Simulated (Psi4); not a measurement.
# U-revPBE/cc-pVTZ run of CN (SMILES [C]#N)

What is the vertical ionisation energy of CN at U-revPBE/cc-pVTZ? 

Program for the calculation: Psi4 1.11.

1 further run of the same task is left out (set aside as unsound or not needed).

### Step 1. The molecule

CN has 2 atoms, charge 0, and is taken as a doublet. SMILES: `[C]#N`. Geometry: relaxed at PBE0-D4/def2-TZVP.

Bond lengths: C1–N2 1.160 Å.

### Step 2. Energy and forces at U-revPBE/cc-pVTZ

The input, input.json:

```json
{
 "schema_name": "qcschema_input",
 "schema_version": 1,
 "molecule": {
  "schema_name": "qcschema_molecule",
  "schema_version": 2,
  "symbols": ["C", "N"],
  "geometry": [0.93654827, -0.30311207, 0.48225811, -0.93654827, 0.30311207, -0.48225811],
  "molecular_charge": 0,
  "molecular_multiplicity": 2,
  "fix_symmetry": "c1"
 },
 "driver": "gradient",
 "model": {
  "method": "revpbe",
  "basis": "cc-pVTZ"
 },
 "keywords": {
  "reference": "uks",
  "puream": true,
  "e_convergence": 1e-09,
  "d_convergence": 1e-08,
  "scf_type": "pk",
  "dft_radial_points": 99,
  "dft_spherical_points": 590,
  "maxiter": 200,
  "scf_properties": ["LOWDIN_CHARGES", "MAYER_INDICES", "WIBERG_LOWDIN_INDICES"]
 }
}
```

Launch:

```bash
$ psi4 --qcschema input.json -n 1 --memory 1600MB
```

stdout:

```text
[...]
  Running in c1 symmetry.
[...]
  Nuclear repulsion =   19.157741520241903
[...]
  Multiplicity = 2
[...]
  Nalpha       = 7
  Nbeta        = 6
[...]
    Number of basis functions: 60
[...]
   @UKS iter   1:   -92.53722554410861   -2.62547e-01   1.13414e-02 ADIIS/DIIS
[...]
   @UKS iter  12:   -92.72966027276973   -7.95808e-12   7.10221e-09 DIIS
[...]
   @S^2 Observed:                7.558475294E-01
[...]
    Orbital Energies [Eh]
    ---------------------
    Alpha Occupied:
       1A    -14.060986     2A    -10.005945     3A     -0.880459
       4A     -0.443852     5A     -0.352657     6A     -0.350928
       7A     -0.350928
    Alpha Virtual:
       8A     -0.045685     9A     -0.045685    10A      0.152147
      11A      0.250104    12A      0.262738    13A      0.262738
      14A      0.414390    15A      0.488503    16A      0.488503
      17A      0.555624    18A      0.583758    19A      0.583758
      20A      0.778030    21A      0.778030    22A      0.844273
      23A      1.106397    24A      1.106397    25A      1.227021
[...]
  @UKS Final Energy:   -92.72966027276973
   => Energetics <=
    Nuclear Repulsion Energy =             19.1577415202419026
    One-Electron Energy =                -162.5483187773850773
    Two-Electron Energy =                  62.8090166485308785
    DFT Exchange-Correlation Energy =     -12.1480996641574261
    Empirical Dispersion Energy =           0.0000000000000000
    VV10 Nonlocal Energy =                  0.0000000000000000
    Total Energy =                        -92.7296602727697348
[...]
 Multipole Moments:
 ------------------------------------------------------------------------------------
     Multipole            Electronic (a.u.)      Nuclear  (a.u.)        Total (a.u.)
 ------------------------------------------------------------------------------------
 L = 1.  Multiply by 2.5417464519 to convert [e a0] to [Debye]
 Dipole X            :         -0.0000000            0.0000000           -0.0000000
 Dipole Y            :          0.0000000           -0.0000000            0.0000000
 Dipole Z            :          0.4317132            0.0015550            0.4332682
 Magnitude           :                                                    0.4332682
[...]
  -Total Gradient:
     Atom            X                  Y                   Z
    ------   -----------------  -----------------  -----------------
       1        0.000000000000     0.000000000000    -0.038224469529
       2       -0.000000000000    -0.000000000000     0.038223468188
[...]
```

The result, in JSON:

```text
{
 "driver": "gradient",
 "model": {
  "method": "revpbe",
  "basis": "cc-pVTZ"
 },
 "success": true,
 "return_result": [2.1563150099527576e-14, 8.913453106861446e-15, -0.03822446952865566, -3.163789011369171e-14, -4.473199608630499e-14, 0.0382234681879452],
 "properties": {
  "calcinfo_nbasis": 60,
  "calcinfo_nmo": 60,
  "calcinfo_nalpha": 7,
  "calcinfo_nbeta": 6,
  "calcinfo_natom": 2,
  "nuclear_repulsion_energy": 19.157741520241903,
  "return_energy": -92.72966027276973,
  "return_gradient": [2.1563150099527576e-14, 8.913453106861446e-15, -0.03822446952865566, -3.163789011369171e-14, -4.473199608630499e-14, 0.0382234681879452],
  "scf_one_electron_energy": -162.54831877738508,
  "scf_two_electron_energy": 62.80901664853088,
  "scf_xc_energy": -12.148099664157426,
  "scf_dipole_moment": [-7.269916087392592e-15, 7.401053176170872e-15, 0.43326819503292274],
  "scf_total_energy": -92.72966027276973,
  "scf_total_gradient": [2.1563150099527576e-14, 8.913453106861446e-15, -0.03822446952865566, -3.163789011369171e-14, -4.473199608630499e-14, 0.0382234681879452],
  "scf_iterations": 12
 }
}
```

It took 8.1 s on 1 thread of Intel Xeon Platinum 8375C at 2.90GHz (Ice Lake), shared host; peak memory 0.45 GiB.

### Step 3. The singlet cation: a single-point energy at revPBE/cc-pVTZ

The input, cn.py:

```python
import psi4

psi4.set_memory('1600 MB')
psi4.set_num_threads(1)
psi4.set_output_file('psi4.out', False)

m = psi4.geometry("""
1 1
C      0.495600    -0.160400     0.255200
N     -0.495600     0.160400    -0.255200
symmetry c1
""")

psi4.set_options(dict(puream=True, e_convergence=1e-09, d_convergence=1e-08, scf_type='pk', dft_radial_points=99, dft_spherical_points=590))

energy_value, wavefunction = psi4.energy("revpbe/cc-pVTZ", molecule=m, return_wfn=True)
psi4.oeprop(wavefunction, "DIPOLE", "WIBERG_LOWDIN_INDICES", "QUADRUPOLE", title="REVPBE")
print('E =', round(energy_value, 9))
```

Launch:

```bash
$ python cn.py
```

psi4.out:

```text
[...]
  Running in c1 symmetry.
[...]
  Nuclear repulsion =   19.157741572308023
[...]
  Multiplicity = 1
[...]
  Nalpha       = 6
  Nbeta        = 6
[...]
    Number of basis functions: 60
[...]
   @RKS iter   1:   -91.92363658151572    3.51042e-01   1.23648e-02 DIIS/ADIIS
[...]
   @RKS iter  11:   -92.19100362235170   -4.08079e-10   8.68960e-09 DIIS
[...]
    Orbital Energies [Eh]
    ---------------------
    Doubly Occupied:
       1A    -14.509961     2A    -10.473270     3A     -1.276407
       4A     -0.816408     5A     -0.730492     6A     -0.730492
[...]
  @RKS Final Energy:   -92.19100362235170
   => Energetics <=
    Nuclear Repulsion Energy =             19.1577415723080229
    One-Electron Energy =                -157.1104731695311898
    Two-Electron Energy =                  57.5088104521478201
    DFT Exchange-Correlation Energy =     -11.7470824772763649
    Empirical Dispersion Energy =           0.0000000000000000
    VV10 Nonlocal Energy =                  0.0000000000000000
    Total Energy =                        -92.1910036223517011
[...]
 Multipole Moments:
 ------------------------------------------------------------------------------------
     Multipole            Electronic (a.u.)      Nuclear  (a.u.)        Total (a.u.)
 ------------------------------------------------------------------------------------
 L = 1.  Multiply by 2.5417464519 to convert [e a0] to [Debye]
 Dipole X            :          0.0000000            0.0000000            0.0000000
 Dipole Y            :          0.0000000            0.0000000            0.0000000
 Dipole Z            :          0.7161124            0.0015550            0.7176674
 Magnitude           :                                                    0.7176674
 L = 2.  Multiply by 1.3450342976 to convert [e a0^2] to [Debye ang]
 Quadrupole XX       :         -6.4757931            0.0000000           -6.4757931
 Quadrupole XY       :         -0.0000000            0.0000000           -0.0000000
[...]
```

On the terminal:

```text
E = -92.191003622
```

It took 5.7 s on 1 thread of Intel Xeon Platinum 8375C at 2.90GHz (Ice Lake), shared host; peak memory 0.45 GiB.

### Step 4. Outcome

Level: U-revPBE/cc-pVTZ.

```
                                          quantity         value
                          doublet CN: total energy  -92.72966 Eh
                         doublet CN: dipole moment        1.10 D
    doublet CN: HOMO energy (highest over α and β)      -9.31 eV
     doublet CN: LUMO energy (lowest over α and β)      -7.45 eV
                                  doublet CN: ⟨S²⟩         0.756
              doublet CN: largest force on an atom    1.966 eV/Å
                      singlet cation: total energy  -92.19100 Eh
                       singlet cation: HOMO energy     -19.88 eV
                       singlet cation: LUMO energy     -19.61 eV
                     singlet cation: HOMO–LUMO gap       0.27 eV
vertical ionisation energy (to the singlet cation)     14.658 eV
```

In words: The vertical ionisation energy comes to 14.66 eV (338 kcal/mol). The largest force (doublet CN) is 1.97 eV/Å: the shape isn't a stationary point for this species at this level. Only the singlet of the ionised species was computed; a triplet could lie lower.
